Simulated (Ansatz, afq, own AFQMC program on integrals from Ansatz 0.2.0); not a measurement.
**AlH4, doublet in 6-31G, levels against full CI**

```xyz
5

Al   -0.1058    0.0003   -0.2346
H     0.7929    0.0032    3.5089
H    -0.5603   -0.0157    3.4569
H     1.2957    2.4443   -0.3336
H     1.3034   -2.4387   -0.3521
```

Basis 6-31G. Only valence electrons are correlated. Integrals, coupled cluster, full CI and functionals: Ansatz 0.2.0; the random walks run on the same integrals in our own AFQMC program. The CISD trial takes its coefficients from CCSD amplitudes. Released means that phaseless walkers are propagated on without the constraint, phases kept. Uncertainties: one standard error, sampling alone.

Determinant: UHF, the one that the program's search chose, which needn't be the lowest solution. The geometry is a point of a scan.

Full CI on the same integrals is exact in this basis and with this determinant's frozen core.

Cautions: an unrestricted solution with more broken spin lies lower (185 meV, ⟨S²⟩ 1.74); strong correlation (T1 0.088, weight of the determinant 0.69, largest double 0.18); unrestricted determinant spin contaminated (⟨S²⟩ 1.36 against 0.75); the released energies are still falling, so no released level is given (meV from the phaseless value at times in 1/Eh: -5 ± 5 at 0.24, -11 ± 4 at 0.51, -18 ± 4 at 0.99, -26 ± 3 at 1.62, -38.0 ± 2.2 at 2.40).

The T1 diagnostic is 0.0881 and the weight of the determinant in the CISD state is 0.686. The ⟨S²⟩ of the determinant is 1.365. The size of the correlated space is 7 electrons in 16 orbitals.

```
  level  correlation energy (eV)
    MP2                  -1.3362
   CCSD                  -2.7714
CCSD(T)                  -2.8046
```

Task: Estimate where full CI lies against CCSD(T) on the same integrals.

Result: 0.72 kcal/mol below CCSD(T).

Reference: full CI, correlation energy -2.836 eV. The cautions show a poor starting determinant, so the rows tell how each method copes with it here, and full CI is the sure value.

```
        level  E − E(reference) (kcal/mol)  share of correlation (%)
      CCSD(T)                         0.72                     98.90
        CCSDT                         0.06                     99.92
     CCSDT(Q)                         0.02                     99.97
       CCSDTQ                         0.00                    100.00
ph-AFQMC/CISD                  1.46 ± 0.10                     97.77
```

CCSDT and higher add their correlation energy to the determinant of the CCSD(T) run, since their own runs factorise the integrals more tightly (a shift of under 2 meV).
